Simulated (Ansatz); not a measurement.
Geometry optimisation, RKS LDA/6-31G* (Ansatz 0.2.0).

Input:

```yaml
crystal:
  periodic: [false, false, false]
  atoms:
    - { symbol: B, position_ang: [-0.007242, 0.221092, 0.112928] }
    - { symbol: H, position_ang: [-0.04051, 0.623156, 1.241063] }
    - { symbol: H, position_ang: [1.053018, 0.115576, -0.451409] }
    - { symbol: H, position_ang: [-1.0385, 0.035479, -0.484407] }
    - { symbol: P, position_ang: [0.115732, -2.67801, 1.183482] }
    - { symbol: H, position_ang: [-0.568825, -2.85365, -0.066425] }
    - { symbol: H, position_ang: [1.402382, -2.645157, 0.546519] }
    - { symbol: H, position_ang: [-0.019054, -1.240885, 1.160548] }
basis:
  gaussian: { orbitals: "6-31G*" }
hamiltonian:
  xc: lda
relax:
  f_tol: 0.03
  max_steps: 50
```

Command:

```bash
$ ansatz run input.yaml --threads 1 --pin off --max-ram 2048MiB --backend cpu --events-out ev --progress --plain --runs-dir out
```

Q: Where does it end, and by what steps?

A: The forces met the threshold. The force dipped under the threshold on the way, but the program's further checks kept it going. After 10 steps the energy has fallen by 0.173 eV; H6 moved furthest, 0.54 Å.

```json
{"step": "0", "energy less start (eV)": "0.0000", "largest force component (eV/Å)": "0.563", "accepted": "yes"}
{"step": "1", "energy less start (eV)": "-0.0762", "largest force component (eV/Å)": "0.462", "accepted": "yes"}
{"step": "2", "energy less start (eV)": "-0.1370", "largest force component (eV/Å)": "0.312", "accepted": "yes"}
{"step": "3", "energy less start (eV)": "-0.1577", "largest force component (eV/Å)": "0.255", "accepted": "yes"}
{"step": "4", "energy less start (eV)": "-0.1627", "largest force component (eV/Å)": "0.056", "accepted": "yes"}
{"step": "5", "energy less start (eV)": "-0.1661", "largest force component (eV/Å)": "0.130", "accepted": "yes"}
{"step": "6", "energy less start (eV)": "-0.1680", "largest force component (eV/Å)": "0.182", "accepted": "yes"}
{"step": "7", "energy less start (eV)": "-0.1710", "largest force component (eV/Å)": "0.050", "accepted": "yes"}
{"step": "8", "energy less start (eV)": "-0.1726", "largest force component (eV/Å)": "0.025", "accepted": "yes"}
{"step": "9", "energy less start (eV)": "-0.1727", "largest force component (eV/Å)": "0.038", "accepted": "yes"}
{"step": "10", "energy less start (eV)": "-0.1729", "largest force component (eV/Å)": "0.016", "accepted": "yes"}
```

```xyz
8
Properties=species:S:1:pos:R:3
B -0.039 -0.104 0.183
H 0.108 0.595 1.173
H 0.923 -0.227 -0.531
H -1.157 -0.162 -0.266
P 0.011 -2.508 1.007
H -0.341 -2.469 -0.377
H 1.420 -2.517 0.739
H -0.028 -1.031 1.315
```

Time of the run: 8 s on 1 thread of Intel(R) Xeon(R) 6975P-C (Granite Rapids), with other jobs on the host, peak memory 0.12 GiB.
